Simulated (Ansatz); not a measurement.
We consider SnS (Pnma, No. 62), described by G0W0@PBEsol (Ansatz, an electronic-structure program, hard PAW, contour deformation).

The same calculation (at a fixed cell, not relaxed at this level and not confirmed as the measured one, 24.310 Å³/atom) with different numerical settings; throughout: k mesh 1×2×2:

```json
[
 {"run": "1", "response cutoff (eV)": "105", "empty bands": "873", "quasiparticle gap on the mesh (eV)": "1.136", "quasiparticle gap at Γ (eV)": "1.602", "rough time": "3 core-min"},
 {"run": "2", "response cutoff (eV)": "140", "empty bands": "1344", "quasiparticle gap on the mesh (eV)": "1.174", "quasiparticle gap at Γ (eV)": "1.650", "rough time": "8 core-min"},
 {"run": "3", "response cutoff (eV)": "175", "empty bands": "1878", "quasiparticle gap on the mesh (eV)": "1.200", "quasiparticle gap at Γ (eV)": "1.682", "rough time": "20 core-min"},
 {"run": "4", "response cutoff (eV)": "210", "empty bands": "2469", "quasiparticle gap on the mesh (eV)": "1.218", "quasiparticle gap at Γ (eV)": "1.702", "rough time": "30 core-min"}
]
```

In the column quasiparticle gap at Γ (eV) the first row differs from the last by -0.100 and the next to last by -0.020.

The last row is no converged limit: other settings stay fixed.

Spin–orbit coupling is not included.

Note: filled d or f shells below the valence bands can shift G0W0 gaps through exchange with them, which wasn't tested here.
